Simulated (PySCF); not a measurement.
C2H5O, SMILES CC[O] (connectivity only; charge and spin as stated), charge -1, multiplicity 1. Geometry optimised at PBE-D3(BJ)/def2-SVPD. The multiplicity is an assumed one; other spin states were not compared. The isomer is the one that the SMILES or the coordinates give; other isomers of the formula were not compared.

All values below come from PBE-D3(BJ)/def2-SVPD (PySCF 2.14.0).

Harmonic wavenumbers (cm⁻¹): 269, 416, 743, 803, 996, 1110, 1199, 1207, 1252, 1312, 1365, 1379, 1409, 2384, 2463, 2866, 2967, 2995. Rotational constants (GHz): 38.15, 9.545, 8.467; symmetry number 1.

Work out the zero-point energy and the ideal-gas rigid-rotor harmonic-oscillator thermochemistry at 298.15 K and 1 atm.

ZPE = ½ Σ hcν = ½ × 27136 cm⁻¹ = 38.79 kcal/mol. H − E(el) = 41.83 kcal/mol. Entropy in cal/(mol K): translation 37.34, rotation 22.17, vibration 3.33, total 62.84. G − E(el) = 23.10 kcal/mol. Cp = 14.22 cal/(mol K).
